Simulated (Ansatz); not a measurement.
**SiNHO+ (doublet): the correlation ladder, def2-QZVPP**

An exercise on one series of results from a longer session: the logs are not shown, and one member is left open.

Method: def2-QZVPP, core rule «outside noble gas», up to 7 orbitals frozen; program: Ansatz 0.2.0, Gaussian basis.

To be run: UHF; ROHF; CCSD(T) on UHF.

2 further runs of the same task are left out: 2 set aside as unsound or not needed.

## The geometry

The geometry is a PBE0/def2-TZVP stationary point (not a proven minimum) of the parent state, kept for this charge and spin.

4 atoms, charge 1, spin multiplicity 2.

Atoms are counted from 1 here; the program's logs count them from 0.

Bond lengths: O1–N2 1.168 Å, N2–Si3 1.655 Å, Si3–H4 1.516 Å. Angles: O1–N2–Si3 171.2°, N2–Si3–H4 83.9°.

The first run:

File in.yaml:

```yaml
crystal:
  periodic: [false, false, false]
  atoms:
    - {symbol: O, position_ang: [0.000000, -0.000738, 1.661095]}
    - {symbol: N, position_ang: [0.000000, 0.069164, 0.495130]}
    - {symbol: Si, position_ang: [0.000000, -0.085416, -1.152554]}
    - {symbol: H, position_ang: [0.000000, 1.430644, -1.132611]}
basis:
  gaussian: {orbitals: "def2-QZVPP.json"}
total_charge: 1
magnetization: {spin_polarized: true, initial_magnetization: 1}
hamiltonian: {xc: hf}
output: {orbitals: {seedname: orbitals}}
```

The run is started by

```
ansatz run in.yaml --threads 1 --pin off --events-out ev --progress --plain --max-ram 2393MiB
```

Steps of the session up to this table: UHF; ROHF; CCSD(T) on UHF.

One of the session's tables, all rows but one given; the rest of the session is left out.

It belongs to the step «Misses and costs». 

```
  method  from UCCSD(T) (meV)
    ROHF             +16200.9
     UHF                    ?
    UMP2              +1536.8
   UCCSD               +885.1
UCCSD(T)                    0
```

Q: Estimate the row for UHF from the others.

As computed: from UCCSD(T) (meV): +15748.9. In the column «from UCCSD(T) (meV)» it lies between UMP2 (+1536.8) and ROHF (+16200.9).

The program flags UCCSD(T) as in doubt (see the logs), so the zero of the table is itself unsure.

Limits of these values: The determinant is far from a pure spin state, so its energy mixes those of several spin states (harmless only where they are near-degenerate, as at dissociation). The program flags UCCSD(T) as in doubt, so the zero of the table is itself unsure.
